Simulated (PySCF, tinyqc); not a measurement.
Worked calculation: coupled-perturbed Hartree-Fock on RHF in the sto-6g basis, for BH, spin multiplicity 1. The lowest restricted solution is unstable here: a spin-polarised one lies 0.0134 hartree lower (PySCF). One step of it, computed by the program tinyqc.

Question. Integrals over molecular orbitals. (pq|rs) = sum C_ip C_jq C_kr C_ls (ij|kl), one index at a time.

coefficients C:
```
              MO1        MO2        MO3        MO4       MO5        MO6
1B 1s    0.994984  -0.196261  -0.194363   0.000000  0.000000   0.127794
1B 2s    0.019920   0.551052   0.797093   0.000000  0.000000  -0.782768
1B 2px   0.000000   0.000000   0.000000  -0.602804  0.797889   0.000000
1B 2py   0.000000   0.000000   0.000000   0.797889  0.602804   0.000000
1B 2pz   0.006004   0.229114  -0.584284   0.000000  0.000000  -1.034756
2H 1s   -0.005766   0.527293  -0.355987   0.000000  0.000000   1.229931
```

core Hamiltonian H = T + V (hartree):
```
             1B 1s      1B 2s     1B 2px     1B 2py     1B 2pz      2H 1s
1B 1s   -12.893694  -3.197061   0.000000   0.000000  -0.019933  -0.866703
1B 2s    -3.197061  -3.808154   0.000000   0.000000  -0.163799  -1.745130
1B 2px    0.000000   0.000000  -3.016391   0.000000   0.000000   0.000000
1B 2py    0.000000   0.000000   0.000000  -3.016391   0.000000   0.000000
1B 2pz   -0.019933  -0.163799   0.000000   0.000000  -3.139609  -1.576410
2H 1s    -0.866703  -1.745130   0.000000   0.000000  -1.576410  -2.683309
```

Two-electron integrals (ij|kl) in chemists' order, unique and non-zero (hartree):
```
(11|11) 2.924993   (21|11) 0.480756   (21|21) 0.099484   (22|11) 0.743449
(22|21) 0.188967   (22|22) 0.544922   (31|31) 0.021096   (32|31) 0.030854
(32|32) 0.120443   (33|11) 0.743450   (33|21) 0.188967   (33|22) 0.544922
(33|33) 0.587109   (41|41) 0.021096   (42|41) 0.030854   (42|42) 0.120443
(43|43) 0.031641   (44|11) 0.743450   (44|21) 0.188967   (44|22) 0.544922
(44|33) 0.523827   (44|44) 0.587109   (51|51) 0.021096   (52|51) 0.030854
(52|52) 0.120443   (53|53) 0.031641   (54|54) 0.031641   (55|11) 0.743450
(55|21) 0.188967   (55|22) 0.544922   (55|33) 0.523827   (55|44) 0.523827
(55|55) 0.587109   (61|11) 0.134135   (61|21) 0.026850   (61|22) 0.050444
(61|33) 0.050168   (61|44) 0.050168   (61|51) 0.002104   (61|52) 0.003976
(61|55) 0.050994   (61|61) 0.007519   (62|11) 0.290714   (62|21) 0.074961
(62|22) 0.234299   (62|33) 0.227963   (62|44) 0.227963   (62|51) 0.008759
(62|52) 0.049487   (62|55) 0.246968   (62|61) 0.021392   (62|62) 0.134099
(63|31) 0.008275   (63|32) 0.036530   (63|53) 0.009514   (63|63) 0.015662
(64|41) 0.008275   (64|42) 0.036530   (64|54) 0.009514   (64|64) 0.015662
(65|11) 0.262940   (65|21) 0.068825   (65|22) 0.226685   (65|33) 0.214687
(65|44) 0.214687   (65|51) 0.015225   (65|52) 0.080420   (65|55) 0.250680
(65|61) 0.020752   (65|62) 0.152254   (65|65) 0.184907   (66|11) 0.441709
(66|21) 0.116341   (66|22) 0.407762   (66|33) 0.383426   (66|44) 0.383426
(66|51) 0.017517   (66|52) 0.127244   (66|55) 0.456436   (66|61) 0.034156
(66|62) 0.290565   (66|65) 0.360103   (66|66) 0.774999
```

Give: one-electron integrals over orbitals h = C^T H C; Two-electron integrals over orbitals.

Answer.

one-electron integrals over orbitals h = C^T H C (hartree):
```
          1        2        3        4        5        6
1  -12.8829   0.2623   0.2525   0.0000   0.0000  -0.1667
2    0.2623  -3.1276  -0.1252   0.0000   0.0000   0.4762
3    0.2525  -0.1252  -2.9652   0.0000   0.0000  -0.1798
4    0.0000   0.0000   0.0000  -3.0164   0.0000   0.0000
5    0.0000   0.0000   0.0000   0.0000  -3.0164   0.0000
6   -0.1667   0.4762  -0.1798   0.0000   0.0000  -2.4848
```

Two-electron integrals over orbitals (pq|rs), unique and non-zero (hartree):
```
(11|11) 2.9021      (21|11) -0.2270     (21|21) 0.0301      (22|11) 0.6009
(22|21) -2.51e-04   (22|22) 0.5973      (31|11) -0.2252     (31|21) 0.0246
(31|22) -0.0199     (31|31) 0.0371      (32|11) 0.0870      (32|21) -0.0085
(32|22) -0.0736     (32|31) 0.0023      (32|32) 0.0598      (33|11) 0.7060
(33|21) -0.0164     (33|22) 0.4135      (33|31) 0.0040      (33|32) 0.0494
(33|33) 0.5771      (41|41) 0.0221      (42|41) 0.0186      (42|42) 0.0585
(43|41) 0.0188      (43|42) 0.0426      (43|43) 0.0649      (44|11) 0.7431
(44|21) -0.0083     (44|22) 0.4613      (44|31) -0.0071     (44|32) 0.0416
(44|33) 0.5101      (44|44) 0.5871      (51|51) 0.0221      (52|51) 0.0186
(52|52) 0.0585      (53|51) 0.0188      (53|52) 0.0426      (53|53) 0.0649
(54|54) 0.0316      (55|11) 0.7431      (55|21) -0.0083     (55|22) 0.4613
(55|31) -0.0071     (55|32) 0.0416      (55|33) 0.5101      (55|44) 0.5238
(55|55) 0.5871      (61|11) 0.1541      (61|21) -0.0255     (61|22) -0.0127
(61|31) -0.0076     (61|32) 0.0122      (61|33) 0.0247      (61|44) 0.0042
(61|55) 0.0042      (61|61) 0.0320      (62|11) -0.1916     (62|21) 0.0036
(62|22) 0.0085      (62|31) 0.0117      (62|32) -0.0521     (62|33) -0.0385
(62|44) -0.0918     (62|55) -0.0918     (62|61) 0.0043      (62|62) 0.1240
(63|11) 0.0773      (63|21) -0.0037     (63|22) -0.0556     (63|31) 0.0078
(63|32) 0.0501      (63|33) 0.0767      (63|44) 0.0359      (63|55) 0.0359
(63|61) 0.0103      (63|62) -0.0515     (63|63) 0.0701      (64|41) -0.0121
(64|42) -0.0372     (64|43) -0.0153     (64|64) 0.0336      (65|51) -0.0121
(65|52) -0.0372     (65|53) -0.0153     (65|65) 0.0336      (66|11) 0.6842
(66|21) -0.0041     (66|22) 0.5880      (66|31) -0.0198     (66|32) -0.0615
(66|33) 0.4570      (66|44) 0.4795      (66|55) 0.4795      (66|61) -0.0085
(66|62) 0.0165      (66|63) -0.0420     (66|66) 0.6199
```
